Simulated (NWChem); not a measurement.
# H, doublet

All runs: NWChem. Pople sets run with spherical d functions. Spin-unrestricted. No stability test was run on the SCF state. Fermi-contact couplings, non-relativistic, static geometry.

Order these by “A(iso) 1H atom 1 (MHz)”, lowest first: PBE/def2-TZVP; PBE/pcJ-1; PBE/IGLO-III; PBE/def2-SVP.

PBE/def2-SVP (1185), PBE/def2-TZVP (1332), PBE/IGLO-III (1367), PBE/pcJ-1 (1451)
